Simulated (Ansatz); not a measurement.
Ideal-gas functions of C2H2F2O, SMILES `F[C@@H]1O[C@H]1F` at 800 K and 1 bar, from an Ansatz frequency run at PBE0-D4/def2-TZVP.

Molar mass 80.03 g/mol, point group C2 (symmetry number 2), electronic degeneracy 1, moments of inertia 33.71, 140.529, 155.927 u Å². Harmonic wavenumbers (cm⁻¹, unscaled): 318, 326, 521, 598, 891, 987, 1101, 1122, 1168, 1214, 1297, 1344, 1518, 3182, 3183.

Use S(trans) = R[1.5 ln M + 2.5 ln T − 1.1517]; rotational temperatures θ = 24.2544 K / I; S(rot) = R[ln(√π/σ · √(T³/θAθBθC)) + 1.5]; for each mode x = 1.438777 ν̃/T, S = R[x/(eˣ − 1) − ln(1 − e⁻ˣ)] and H = RT x/(eˣ − 1); 1 cm⁻¹ = 0.0119627 kJ/mol; R = 8.31446 J/(mol·K).

By hand: the entropy, in J/(mol·K).

Translation 184.0. Rotation: θ = 0.7195, 0.1726, 0.1555 K, giving 111.2. Vibration, mode by mode: 13.07, 12.87, 9.15, 8.10, 5.23, 4.56, 3.87, 3.76, 3.52, 3.30, 2.93, 2.74, 2.14, 0.18, 0.18, in all 75.6. Electronic 0.0. Sum 370.8 J/(mol·K).

By hand: H − E and G − E in kJ/mol, counted from the electronic energy.

Zero-point energy ½ × 18770 × 0.0119627 = 112.3; thermal vibration 35.4; translation, rotation and pV give 4 RT = 26.6. H − E = 174.3 kJ/mol, and G − E = 174.3 − 800 × 370.8/1000 = -122.3 kJ/mol.

Vibration gives 20 % of the entropy. The sum counts one conformer and one mirror image; others add a mixing term.
